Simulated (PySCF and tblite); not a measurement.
Values are calculated unless marked as measured or tabulated.
(CH3)2CHCHF2, C₄H₈F₂, numbered as in [CH3:1][CH:2]([CH3:3])[CH:4]([F:5])[F:6].

Conformers came from 60 starts (ETKDG and KDG, MMFF94s, GFN2-xTB); geometries are GFN2-xTB. Energies: PBE0-D3(BJ)/pcSseg-1, with GFN2-xTB thermal terms (modes under about 100 cm⁻¹ blended into free rotors). Symmetry numbers and mirror images are counted. Conformers within 3 kcal/mol (GFN2-xTB free energy) were kept, 10 at most. (PySCF 2.14, tblite 0.8.)

Rotational constants are equilibrium values for the commonest isotopes; dipoles come from the energy level named.

Torsions listed: C1–C2–C4–F5. Of a mirror pair one member is shown.

```json
{"conformer": "1", "shape": "-56°", "symmetry": "C1 (pair)", "weight %": "68.1"}
{"conformer": "2", "shape": "60°", "symmetry": "Cs", "weight %": "31.9"}
```

Sets of constants, in random order:

```json
{"set": "P", "A (MHz)": "4648", "B (MHz)": "3049", "C (MHz)": "1986", "abs μa (D)": "2.14", "abs μb (D)": "0.00", "abs μc (D)": "0.64"}
{"set": "Q", "A (MHz)": "4755", "B (MHz)": "2757", "C (MHz)": "2390", "abs μa (D)": "1.83", "abs μb (D)": "0.18", "abs μc (D)": "1.16"}
```

Match each set to its conformer.

P is conformer 2, Q is conformer 1.


Conformer gaps in pcSseg-1 on xTB geometries can be 2 kcal/mol off for S=O, P=O and other polar bonds.